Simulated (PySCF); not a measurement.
# Converging AlSi in the basis (CCSD(T))

PySCF, UHF reference; quartet, unpaired electrons σ ↑, π ↑↑; De to Al + Si without counterpoise correction. Frozen cores follow the default of each basis and core potential.

| basis | relativity | functions | Re (Å) | ωe (cm⁻¹) | De (eV) | frozen orbitals |
| --- | --- | --- | --- | --- | --- | --- |
| x2c-SVPall | spin-free X2C | 36 | 2.422 | 393 | 2.29 | 10 |
| jorge-DZP-DKH | spin-free X2C | 48 | 2.457 | 374 | 2.22 | 10 |
| 6-311G(d,p) | no relativity | 52 | 2.419 | 386 | 2.25 | 10 |
| aug-pcseg-1 | no relativity | 54 | 2.440 | 371 | 2.24 | 10 |
| def2-TZVPP | no relativity | 84 | 2.427 | 383 | 2.45 | 10 |

Task: How does each smaller set differ from the one with most functions, def2-TZVPP?

Result: x2c-SVPall: -0.5 pm, +2.6 % in ωe, -0.16 eV in De; jorge-DZP-DKH: +3.0 pm, -2.3 % in ωe, -0.23 eV in De; 6-311G(d,p): -0.8 pm, +0.8 % in ωe, -0.20 eV in De; aug-pcseg-1: +1.3 pm, -3.1 % in ωe, -0.21 eV in De. All at CCSD(T); the set with most functions is neither the basis-set limit nor always the best. The rows treat relativity differently, so the differences are not basis effects alone.

Correlated steps freeze 10 core orbitals. Correlated levels converge slowly with the basis: in double zeta they bind strong bonds too weakly, by up to about 1 eV, and carry superposition errors of some tenths. The CCSD T1 diagnostic is raised in AlSi, a sign that a single reference may not be enough there. The state is the lowest determinant that a PBE0 search found; another state may lie lower at other levels.
